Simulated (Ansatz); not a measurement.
**[AlH$_{2}$···H···GeH$_{3}$], doublet along the distance Al1-H4**

Starting geometry:

```xyz
8

Al   -2.8511    0.0000    0.0000
H    -3.6440    1.3734    0.0000
H    -3.6440   -1.3734    0.0000
H    -1.2652    0.0000    0.0000
Ge    1.1119    0.0000    0.0000
H     1.5806   -1.4659    0.0000
H     1.5806    0.7330   -1.2695
H     1.5806    0.7330    1.2695
```

From there H4 is moved from one fragment to the other while all else, the fragments' distance too, stays fixed, so the hump isn't the reaction's barrier; atoms are numbered as listed. Energies are in eV, counted from the starting geometry at the same level. Kohn–Sham curves are unrestricted where that lies lower.

Basis cc-pVDZ; Ansatz 0.2.0. Correlated methods freeze the noble-gas cores and the filled d shells of p-block atoms. Prefix R: restricted or restricted open-shell reference; prefix U: unrestricted. No spin–orbit coupling is included, and no scalar relativity.

In so small a basis the reference is far from its limit while semilocal and hybrid functionals are nearer theirs (RPA and double hybrids share much of the reference's basis error), so the functionals' errors here hold much of the reference's basis and frozen-core error, which can add to them or hide them.

Full CI isn't at hand for all of this; UCCSDT(Q) serves as the reference, and is uncertain by about the last step of the cluster series.

```json
{"distance Al1-H4 (Å)": "1.586", "UCCSDT(Q)": "0.000", "PBE": "0.000", "revPBE": "0.000", "r2SCAN": "0.000", "PBE0": "0.000", "B3LYP": "0.000", "wB97M-V": "0.000", "B2PLYP": "0.000", "RPA-PBE": "0.000"}
{"distance Al1-H4 (Å)": "1.707", "UCCSDT(Q)": "0.069", "PBE": "-0.022", "revPBE": "-0.014", "r2SCAN": "0.011", "PBE0": "0.011", "B3LYP": "0.025", "wB97M-V": "0.058", "B2PLYP": "0.050", "RPA-PBE": "0.065"}
{"distance Al1-H4 (Å)": "1.949", "UCCSDT(Q)": "0.290", "PBE": "0.039", "revPBE": "0.059", "r2SCAN": "0.128", "PBE0": "0.128", "B3LYP": "0.166", "wB97M-V": "0.287", "B2PLYP": "0.238", "RPA-PBE": "0.252"}
{"distance Al1-H4 (Å)": "2.191", "UCCSDT(Q)": "0.156", "PBE": "-0.065", "revPBE": "-0.045", "r2SCAN": "0.017", "PBE0": "0.004", "B3LYP": "0.065", "wB97M-V": "0.191", "B2PLYP": "0.120", "RPA-PBE": "0.098"}
{"distance Al1-H4 (Å)": "2.433", "UCCSDT(Q)": "-0.052", "PBE": "-0.129", "revPBE": "-0.114", "r2SCAN": "-0.106", "PBE0": "-0.128", "B3LYP": "-0.054", "wB97M-V": "0.018", "B2PLYP": "-0.052", "RPA-PBE": "-0.108"}
```
